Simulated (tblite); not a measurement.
# C2H4FO (SMILES CC([O])F) at GFN1-xTB

We compute energy and gradient of C2H4FO. Input form: a Python script.

The results are computed with tblite 0.8.0.

25 further runs of the same task are left out: 25 set aside as unsound or not needed.

### Step 1. The structure to begin with

The species is C2H4FO (8 atoms), meant as a doublet with charge 0. As SMILES, `CC([O])F`. The coordinates come from a GFN2-xTB relaxation.

Bond lengths: C1–C2 1.568 Å, C2–O3 1.256 Å, C2–F4 1.412 Å, C1–H5 1.087 Å, C1–H6 1.085 Å, C1–H7 1.084 Å, C2–H8 1.128 Å. Some angles: C1–C2–O3 117.0°, C1–C2–F4 105.8°, O3–C2–F4 114.9°, C1–C2–H8 102.7°, O3–C2–H8 112.7°, F4–C2–H8 102.1°, C2–C1–H5 106.5°, C2–C1–H6 108.9°, C2–C1–H7 109.5°, H5–C1–H6 110.2°.

### Step 2. Energy and forces at GFN1-xTB

Input file run.py:

```python
"""GFN1-xTB energy and gradient"""
import json
import numpy as np
from tblite.interface import Calculator

symbols = ["C", "C", "O", "F", "H", "H", "H", "H"]
numbers = np.array([6, 6, 8, 9, 1, 1, 1, 1])
positions = np.array([  # bohr
    [-0.006538, 1.521343, 0.120791],
    [0.056465, -1.439688, 0.048037],
    [1.581512, -2.519062, 1.510326],
    [0.312769, -2.098201, -2.524428],
    [1.866350, 2.157311, -0.433692],
    [-0.422146, 2.128247, 2.033761],
    [-1.415858, 2.209827, -1.198200],
    [-1.972534, -1.959778, 0.443386],
])

calculator = Calculator("GFN1-xTB", numbers, positions, charge=0, uhf=1)
calculator.set("verbosity", 0)
calculator.set("accuracy", 0.1)
sp = calculator.singlepoint()

print(f"Energy: {sp.get('energy'):.8f} Eh")
eps = np.atleast_2d(sp.get("orbital-energies")) * 27.211386
occ = np.atleast_2d(sp.get("orbital-occupations"))
filled = occ.sum(axis=0) if eps.shape[0] == 1 else occ[0]
homo = np.nonzero(filled > 0.5)[0].max()
print("  MO   occupation   energy/eV")
for i in range(max(0, homo - 4), min(eps.shape[1], homo + 5)):
    print(f"{i + 1:4d} {filled[i]:10.4f} {eps[0, i]:12.4f}")
mu = sp.get("dipole") * 2.541746
print(f"|mu|: {np.linalg.norm(mu):.4f} D, components " + " ".join(f"{c:.4f}" for c in mu))
q = sp.get("charges")
g = sp.get("gradient")
print("atom     charge      dE/dx        dE/dy        dE/dz   (Eh/bohr)")
for i, s in enumerate(symbols):
    print(f"{s:<2}{i + 1:<3} {q[i]:9.4f} {g[i, 0]:12.7f} {g[i, 1]:12.7f} {g[i, 2]:12.7f}")
print(f"gradient norm {np.linalg.norm(g):.6f} Eh/bohr")
out = {k: np.asarray(sp.get(k)).tolist() for k in ("energy", "gradient", "charges", "dipole", "orbital-energies", "orbital-occupations")}
out.update(symbols=symbols, positions=(positions * 0.529177210903).tolist())
json.dump(out, open("results.json", "w"))
```

On the command line:

```sh
$ python run.py
```

What values should one expect? Wanted: total energy; dipole moment; HOMO energy; LUMO energy; largest force on an atom.

Answer, from the run:

Level: GFN1-xTB.

| quantity | value |
| --- | --- |
| total energy | -16.14099 Eh |
| dipole moment | 4.44 D |
| HOMO energy (as the program lists it) | -12.48 eV |
| LUMO energy (as the program lists it) | -4.47 eV |
| largest force on an atom | 0.727 eV/Å |

**Reading.** The largest force is 0.73 eV/Å: the shape isn't a stationary point for this species at this level.
